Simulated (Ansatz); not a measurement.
Two isomers of C5H8: A = `C#CC(C)C`, B = `C=CCC=C`.

Isolated molecules relaxed with PBE0-D4/def2-TZVP in Ansatz; ΔE leaves out vibrations. CBS: MP2 limit from def2 TZ/QZ plus the TZ coupled-cluster correction, frozen cores. DFT in def2-TZVPP. B3LYP here is the variant with VWN-RPA as its local correlation; programs differ in this. One conformer a species, not always the lowest.

Problem. Which is lower in electronic energy at CCSD(T)/CBS, and by how much? (Best estimate.)

Solution. Ansatz gave: B, by 35.2 kJ/mol.

Problem. Give E(B) − E(A) in kJ/mol with LDA (SPW92), HF/def2-TZVPP, MP2/def2-TZVPP, BLYP-D4, B3LYP-D4, B2PLYP, ωB97M-V. (Best estimate.)

Solution. Ansatz gave: LDA (SPW92) -42.8, HF/def2-TZVPP -42.5, MP2/def2-TZVPP -20.1, BLYP-D4 -46.3, B3LYP-D4 -44.6, B2PLYP -35.5, ωB97M-V -37.0. None reverses the order clearly.

Problem. Does the order hold for the free energy at 298.15 K (harmonic terms from PBE0-D4)? (Best estimate.)

Solution. Ansatz gave: Yes: G(B) − G(A) = -33.1 kJ/mol, for one conformer each.

Largest T1 diagnostic: 0.011.

In def2-TZVPP, CCSD(T) changes the Hartree–Fock value by +7.2 kJ/mol (the triples alone add −0.3 kJ/mol) and MP2 by +22.4 kJ/mol. From BLYP to BHLYP (50 % exact exchange), in def2-TZVPP and without D4, E(B) − E(A) moves by +3.0 kJ/mol.
